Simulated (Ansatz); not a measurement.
## Scan of SiH2, singlet

Starting geometry (PBE0/def2-TZVP stationary point for this spin, not checked as a minimum):

```xyz
3

Si    0.0000   -0.0715    0.0000
H     0.0000    0.9958   -1.0900
H     0.0000    0.9958    1.0900
```

From there the angle named below is changed in its plane at fixed bond lengths, both arms turning rigidly about the middle atom; atoms are numbered as listed. Energies are in kJ/mol, counted from the starting geometry at the same level.

Basis cc-pVDZ; Ansatz 0.2.0. Only valence electrons are correlated (noble-gas cores frozen). R marks a restricted (for open shells ROHF) determinant. Active spaces: valence = (6e, 6o) chosen from the atoms' valence shells.

The determinant at some points fills πx and πy unequally, so it is a mixture of Σ and Δ, which weighs on every level built on one determinant. Runs in a small pair space aren't shown, since their orbitals change along the scan. A value is left out where its run failed or describes another state than the reference as far as symmetry and spin tell, or, spin-broken singlets apart, can't be checked.

Full CI is exact within this basis and frozen core; it isn't the basis-set limit.

```tsv
angle H2-Si1-H3 (°)	full CI	curve A	curve B	curve C	curve D
73.8	23.1	23.4	24.0	23.2	29.6
84.2	4.4	4.4	4.5	4.4	6.1
91.2	0.0	0.0	0.0	0.0	0.0
107.9	15.0	15.4	15.5	15.0	14.4
124.0	59.4	59.8	61.5	59.5	62.4
140.1	127.6	127.5	133.0	127.8	138.6
162.0	238.4	–	255.2	239.4	268.4
180.0	283.7	279.3	315.4	285.0	329.9
```

(1) The curves come from CISD, MRCISD+Q (valence space), RCCSDT, RHF. Compare each with full CI and say which is which.

## Answers

(1) A: MRCISD+Q (valence space), B: CISD, C: RCCSDT, D: RHF. Spread of the error against full CI, over the points where both stand: A 4.8, B 31.7, C 1.3, D 46.9 kJ/mol.  The program flagged some runs of RCCSDT as in doubt.
